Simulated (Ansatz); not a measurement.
# A geometry optimisation of BH3Si2 with r2SCAN-D4/def2-SVP

The starting geometry of this gas-phase singlet was optimised with GFN2-xTB.

```yaml
atoms:
  - { symbol: B, position_ang: [-1.1886, 1.1156, -0.9697] }
  - { symbol: Si, position_ang: [1.2038, -1.2475, 1.3260] }
  - { symbol: Si, position_ang: [-0.1308, -0.0308, 0.0631] }
  - { symbol: H, position_ang: [-2.0883, 0.7454, -1.6386] }
  - { symbol: H, position_ang: [-0.9574, 2.2763, -0.9637] }
  - { symbol: H, position_ang: [0.5636, -2.5932, 1.0185] }
```

**Question.** Predict what it relaxes into with r2SCAN-D4/def2-SVP.

**Answer.** A new bond forms, giving a structure with H6 bridging Si2 and Si3, given below by its coordinates. Distances that change by over a tenth: Si2–H6 (1.52 → 1.69 Å). Contacts that close: Si3–H6 (2.82 → 1.71 Å).

The energy falls by 0.46 eV over 15 steps:

```csv
step,E − E(last) (eV)
1,0.464
3,0.335
4,0.331
6,0.288
7,0.217
9,0.064
10,0.033
12,0.001
13,0.000
15,0.000
```

Final geometry (Å):

```yaml
atoms:
  - { symbol: B, position_ang: [-1.0817, 0.9357, -0.8557] }
  - { symbol: Si, position_ang: [1.2786, -1.4405, 1.4176] }
  - { symbol: Si, position_ang: [0.1727, 0.0187, 0.3000] }
  - { symbol: H, position_ang: [-1.9207, 0.2935, -1.4360] }
  - { symbol: H, position_ang: [-1.0084, 2.1320, -0.9803] }
  - { symbol: H, position_ang: [-0.0382, -1.6737, 0.3901] }
```

Frequencies at the end are all real (lowest 40 cm⁻¹). Run with Ansatz 0.2.0, 76 s on 1 thread of Intel(R) Xeon(R) Processor @ 2.50GHz (Skylake/Cascade Lake) (shared host).
